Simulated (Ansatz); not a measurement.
**CH, doublet: the ladder up to full CI**

Geometry: a PBE0/def2-TZVP stationary point for this spin.

```yaml
atoms:
  - { symbol: C, position_ang: [0.0000, 0.0000, 0.0000] }
  - { symbol: H, position_ang: [0.0000, 0.0000, 1.1225] }
```

Basis cc-pVTZ; Ansatz 0.2.0. Only valence electrons are correlated (noble-gas cores frozen), which leaves 5 electrons in 43 orbitals. Prefix R: restricted or restricted open-shell reference; prefix U: unrestricted. Active spaces: valence = (5e, 5o) chosen from the atoms' valence shells.

Full CI is exact within this basis and frozen core; it isn't the basis-set limit. The frozen core follows each run's orbitals, which can shift R against U totals by a few meV.

For open shells CISD is restricted-active-space CI with the open shells as a complete middle space.

```
UHF ⟨S²⟩                          : 1.101
T1 diagnostic (RCCSD)             : 0.0169
largest doubles amplitude (RCCSD) : 0.091
```

```
                            level  E − E(full CI) (kcal/mol)  share of correlation (%)  wall time
                              RHF                      84.22                      0.00          –
                             RMP2                      17.69                     79.00          –
                             CISD                       4.57                     94.57     0.69 s
                            RCCSD                       2.58                     96.94          –
                         RCCSD(T)                       0.45                     99.46      1.4 s
                          BCCD(T)                       0.46                     99.45     0.99 s
                           RCCSDT                       0.06                     99.93          –
                        RCCSDT(Q)                       0.01                     99.99       10 s
           CASSCF (valence space)                      57.33                     31.93          –
           NEVPT2 (valence space)                      13.12                     84.42      0.3 s
           MRCISD (valence space)                       2.20                     97.39          –
         MRCISD+Q (valence space)                       0.18                     99.78     0.63 s
MRCISD+Q(relaxed) (valence space)                      -0.39                    100.47     0.72 s
```

The correlation energy at full CI, counted from RHF, is -3.652 eV. That run took 42 s on 1 thread of Arm Neoverse V1, shared host over 2,785,730 determinants.

Run but not shown, since their state or frozen core can't be matched to the reference's or they repeat it: UHF, UMP2, UCCSD, UCCSD(T), UCCSDT, UCCSDT(Q).

Times hold each run's SCF and search for its determinant on a shared host, so for small cases they say little of a method's own cost; they ran on 1 thread of Arm Neoverse V1.

Not variational, and here over 5 meV under the exact energy: MRCISD+Q(relaxed) (valence space).

The full-CI state has the irrep B1 of C2v, in the program's axes (one component, if the state is degenerate).

Natural occupations of full CI about the gap: 1.956 1.909 0.988 0.061 0.028 0.012 0.009 0.007 0.007 0.006; effectively unpaired electrons, Σ n²(2−n)², 1.06.

Atomization energy (electronic, same basis, no zero-point term; atoms at the same level, unrestricted beside the R rows where the molecule is a closed shell, with restricted open-shell steps beyond CCSDT(Q)) at full CI: 341.6 kJ/mol. Errors of other levels:

| level | error (kJ/mol) |
| --- | --- |
| RHF | -104.4 |
| RMP2 | -14.1 |
| CISD | -11.9 |
| RCCSD | -3.9 |
| RCCSD(T) | -0.6 |
| BCCD(T) | -0.7 |
| RCCSDT | -0.2 |
| RCCSDT(Q) | -0.1 |
| CASSCF (valence space) | -41.9 |
| NEVPT2 (valence space) | -14.2 |
| MRCISD (valence space) | -4.2 |
| MRCISD+Q (valence space) | -2.6 |
| MRCISD+Q(relaxed) (valence space) | -0.5 |

This basis is far from its limit, so the value isn't to be set against a measured one. Truncated CI isn't size-consistent, which counts against it in atomization.
